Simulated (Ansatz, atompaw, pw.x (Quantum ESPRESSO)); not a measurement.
**What a changed setting does to a pw.x run (bcc Al)**

Potential: PAW, atompaw 4.2.0.5, PBEsol; core [Ne], reference 3s2 3p1; waves: 3s (bound): rc 2.30 bohr; 3s channel at 2.05 Ry: rc 2.30 bohr; 3p (bound): rc 1.90 bohr; 3p channel at 0.4 Ry: rc 1.90 bohr; 3d channel at -0.05 Ry: rc 1.80 bohr; local part: troulliermartins scheme with l = 3 at 0 Ry, radius 2.20 bohr; core correction: smooth core density matched at 1.20 bohr; augmentation: besselshape compensation charge, radius 1.70 bohr; PAW radius 2.30 bohr; waves and projectors: custom rrkj gramschmidtortho.

The reference run (k-mesh 14³, cutoffs 40/400 Ry, Fermi–Dirac 0.01 Ry, mixing_beta 0.4, conv_thr 1e-9, no spin) gives 0.16 GPa at 16.575 Å³/atom, where all-electron LAPW gives 0.16 GPa. This run, with its own iteration cap, changes conv_thr to 1e-12.

```
&control
  calculation='scf', prefix='x', pseudo_dir='./', outdir='./tmp', tstress=.true., disk_io='none'
/
&system
  ibrav=0, nat=1, ntyp=1, ecutwfc=40, ecutrho=400, nbnd=8,
  occupations='smearing', smearing='fd', degauss=0.01
/
&electrons
  conv_thr=1e-12, mixing_beta=0.4, electron_maxstep=50
/
ATOMIC_SPECIES
Al 1.0 Al.UPF
CELL_PARAMETERS angstrom
  -1.60619344 1.60619344 1.60619344
  1.60619344 -1.60619344 1.60619344
  1.60619344 1.60619344 -1.60619344
ATOMIC_POSITIONS crystal
Al 0.0000 0.0000 0.0000
K_POINTS automatic
14 14 14 0 0 0
```

```bash
pw.x < Al.scf.in > Al.scf.out
```

**Question.** How does the run end?

**Answer.** It converges in 8 iterations; the free energy moves by +0.0 meV/atom and the pressure by +0.00 GPa. The result is that of the reference run.

```
Message from routine setup:
     using ibrav=0 with symmetry is DISCOURAGED, use correct ibrav instead
     lattice parameter (alat)  =       5.2572  a.u.
     unit-cell volume          =     111.8536 (a.u.)^3
     number of electrons       =         3.00
     number of Kohn-Sham states=            8
     kinetic-energy cutoff     =      40.0000  Ry
     charge density cutoff     =     400.0000  Ry
     scf convergence threshold =      1.0E-12
     Exchange-correlation= SLA PW PSX PSC
     number of k points=   104  Fermi-Dirac smearing, width (Ry)=  0.0100
     negative rho (up, down):  3.811E-02 0.000E+00
     iteration #  1     ecut=    40.00 Ry     beta= 0.40
     negative rho (up, down):  3.424E-02 0.000E+00
     total energy              =     -38.51034687 Ry
     estimated scf accuracy    <       0.00445612 Ry
     iteration #  2     ecut=    40.00 Ry     beta= 0.40
     negative rho (up, down):  2.884E-02 0.000E+00
     total energy              =     -38.50983356 Ry
     estimated scf accuracy    <       0.00146142 Ry
     iteration #  3     ecut=    40.00 Ry     beta= 0.40
     negative rho (up, down):  2.850E-02 0.000E+00
     total energy              =     -38.50987864 Ry
     estimated scf accuracy    <       0.00000091 Ry
     [... 2 iterations left out ...]
     iteration #  6     ecut=    40.00 Ry     beta= 0.40
     negative rho (up, down):  2.847E-02 0.000E+00
     total energy              =     -38.50987966 Ry
     estimated scf accuracy    <          4.4E-11 Ry
     iteration #  7     ecut=    40.00 Ry     beta= 0.40
     negative rho (up, down):  2.847E-02 0.000E+00
     total energy              =     -38.50987966 Ry
     estimated scf accuracy    <          2.3E-12 Ry
     iteration #  8     ecut=    40.00 Ry     beta= 0.40
     negative rho (up, down):  2.847E-02 0.000E+00
     the Fermi energy is     7.8779 ev
!    total energy              =     -38.50987966 Ry
     estimated scf accuracy    <          1.8E-13 Ry
     smearing contrib. (-TS)   =      -0.00173753 Ry
     The total energy is F=E-TS. E is the sum of the following terms:
     one-electron contribution =       3.15280213 Ry
     hartree contribution      =       0.01207830 Ry
     xc contribution           =      -4.82726213 Ry
     ewald contribution        =      -5.39542568 Ry
     one-center paw contrib.   =     -31.45033476 Ry
     convergence has been achieved in   8 iterations
     negative rho (up, down):  2.847E-02 0.000E+00
          total   stress  (Ry/bohr**3)                   (kbar)     P=        1.63
     Message from routine punch:
     Nothing written, as per user request (disk_io='none')
```

The run took about 4.6 s on one core of a shared host (AMD EPYC 9R45 96-Core Processor, 96 threads, 376 GiB, load 33).
